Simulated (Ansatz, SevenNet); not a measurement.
Elastic constant C12 (GPa) of solids drawn from the class of elemental solids other than molecular ones, at two levels: the machine-learned potential SevenNet-0 (trained on PBE and PBE+U data), and r²SCAN (PAW; Ansatz, a program for electronic structure).

```csv
solid,SevenNet-0,r²SCAN,shift (%)
fcc Pt,237,242,+2.1
diamond-structure Ge,34.2,43.8,+28
bcc Na,6.41,7.10,+10.8
hcp Mg,29.4,26.0,-11.6
fcc Al,67.4,73.3,+8.8
fcc Sr,9.88,10.2,+3.2
fcc Rh,228,199,-12.7
diamond-structure Si,69.5,61.6,-11.4
fcc Cu,126,143,+13.5
```

The shifts run from -12.7 % to +28 %, with a median of +3.2 %.

Over all 9 rows r²SCAN is the larger in 6.

Ansatz's runs of these crystals have no spin polarisation. Meta-GGA and hybrid levels favour moments, which can bear on fcc Pt, fcc Rh.

Spin–orbit coupling is left out, also for the solids with elements from indium on (fcc Pt); its size isn't shown.

Each level is taken at its own relaxed cell. Ansatz's density-functional and Hartree–Fock values are scalar-relativistic unless marked +SOC, with PAW data made under PBE.
